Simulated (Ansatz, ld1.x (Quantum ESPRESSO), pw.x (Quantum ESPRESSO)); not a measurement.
# What a changed setting does to a pw.x run (bcc Al)

Potential: ultrasoft, ld1.x (Quantum ESPRESSO) 7.5, PBEsol; core [Ne], reference 3s2 3p1; waves: 3s (bound): rcut 1.40, rcutus 1.90 bohr; 3s channel at -0.05 Ry: rcut 1.40, rcutus 1.90 bohr; 3p (bound): rcut 1.85, rcutus 2.00 bohr; 3p channel at 0.45 Ry: rcut 1.85, rcutus 2.00 bohr; 3d channel at 0.4 Ry: rcut 1.55, rcutus 1.65 bohr; local part: all-electron potential smoothed inside 1.70 bohr (lloc = -1); core correction: none; augmentation: built from norm-conserving waves at rcut, not smoothed further.

The reference run (k-mesh 14³, cutoffs 40/600 Ry, Fermi–Dirac 0.01 Ry, mixing_beta 0.4, conv_thr 1e-9, no spin) gives 0.48 GPa at 16.575 Å³/atom, where all-electron LAPW gives 0.16 GPa. This run, with its own iteration cap, changes k-mesh shift to 1.

```
&control
  calculation='scf', prefix='x', pseudo_dir='./', outdir='./tmp', tstress=.true., disk_io='none'
/
&system
  ibrav=0, nat=1, ntyp=1, ecutwfc=40, ecutrho=600, nbnd=8,
  occupations='smearing', smearing='fd', degauss=0.01
/
&electrons
  conv_thr=1e-09, mixing_beta=0.4, electron_maxstep=60
/
ATOMIC_SPECIES
Al 1.0 Al.UPF
CELL_PARAMETERS angstrom
  -1.60619344 1.60619344 1.60619344
  1.60619344 -1.60619344 1.60619344
  1.60619344 1.60619344 -1.60619344
ATOMIC_POSITIONS crystal
Al 0.0000 0.0000 0.0000
K_POINTS automatic
14 14 14 1 1 1
```

```bash
pw.x < Al.scf.in > Al.scf.out
```

**Question.** How does the run end?

**Answer.** It converges in 6 iterations; the free energy moves by +3.7 meV/atom and the pressure by -0.23 GPa.

```
Message from routine setup:
     using ibrav=0 with symmetry is DISCOURAGED, use correct ibrav instead
     lattice parameter (alat)  =       5.2572  a.u.
     unit-cell volume          =     111.8536 (a.u.)^3
     number of electrons       =         3.00
     number of Kohn-Sham states=            8
     kinetic-energy cutoff     =      40.0000  Ry
     charge density cutoff     =     600.0000  Ry
     scf convergence threshold =      1.0E-09
     Exchange-correlation= PBESOL
     number of k points=   100  Fermi-Dirac smearing, width (Ry)=  0.0100
     iteration #  1     ecut=    40.00 Ry     beta= 0.40
     total energy              =      -4.15947450 Ry
     estimated scf accuracy    <       0.00478366 Ry
     iteration #  2     ecut=    40.00 Ry     beta= 0.40
     total energy              =      -4.15907530 Ry
     estimated scf accuracy    <       0.00156466 Ry
     iteration #  3     ecut=    40.00 Ry     beta= 0.40
     total energy              =      -4.15910345 Ry
     estimated scf accuracy    <       0.00000095 Ry
     iteration #  4     ecut=    40.00 Ry     beta= 0.40
     total energy              =      -4.15910380 Ry
     estimated scf accuracy    <       0.00000008 Ry
     iteration #  5     ecut=    40.00 Ry     beta= 0.40
     total energy              =      -4.15910380 Ry
     estimated scf accuracy    <          1.9E-09 Ry
     iteration #  6     ecut=    40.00 Ry     beta= 0.40
     the Fermi energy is     7.8086 ev
!    total energy              =      -4.15910381 Ry
     estimated scf accuracy    <          2.1E-11 Ry
     smearing contrib. (-TS)   =      -0.00176319 Ry
     The total energy is F=E-TS. E is the sum of the following terms:
     one-electron contribution =       2.83062523 Ry
     hartree contribution      =       0.00350011 Ry
     xc contribution           =      -1.59604028 Ry
     ewald contribution        =      -5.39542568 Ry
     convergence has been achieved in   6 iterations
          total   stress  (Ry/bohr**3)                   (kbar)     P=        2.52
     Message from routine punch:
     Nothing written, as per user request (disk_io='none')
```

The run took about 6.6 s on one core of a shared host (Neoverse-V1, 64 threads, 495 GiB, load 23).
